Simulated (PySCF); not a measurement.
Stepwise substitution at one centre (Si Cl-NH2). Isolated molecules, 0 K electronic values unless said otherwise. One relaxed conformer stands for each flexible species; it need not be the lowest. Strings in code marks are SMILES. All members: neutral, multiplicity 1. Level: TPSSh-D3(BJ)/def2-TZVP (PySCF), beside PBE-D3(BJ)/def2-TZVP // TPSSh-D3(BJ)/def2-TZVP (PySCF) at the same geometries. 

```tsv
species	HOMO–LUMO gap, PBE (eV)	HOMO–LUMO gap, TPSSh-D3(BJ) (eV)
`N[Si](N)(N)N`	5.26	6.46
`N[Si](N)(N)Cl`	5.61	6.81
`N[Si](Cl)(Cl)Cl`	6.00	7.30
`N[Si](N)(Cl)Cl` (H–N–Si–Cl torsion -32°, Cl–Si–N–H torsion 84°)	6.27	7.52
`Cl[Si](Cl)(Cl)Cl`	6.43	withheld
```

Question: Fit y = a + b·x, y being the HOMO–LUMO gap at the first level, to the 4 complete rows by least squares, with x = the PBE value in eV. Give a, b and the rms residual, and predict the withheld value.

Answer: Means of the 4 rows: x̄ = 5.785, ȳ = 7.0225 eV. Σ(x − x̄)² = 0.5877 and Σ(x − x̄)(y − ȳ) = 0.63345, so b = 1.078 and a = ȳ − b·x̄ = 0.786 eV. The rms residual is 0.029 eV. At x = 6.43 the line gives 7.72 eV, outside the range of the fitted rows. The run for `Cl[Si](Cl)(Cl)Cl` gave 7.73 eV, so the line is off by 0.01 eV, within twice the rms residual.

Codes: PySCF.
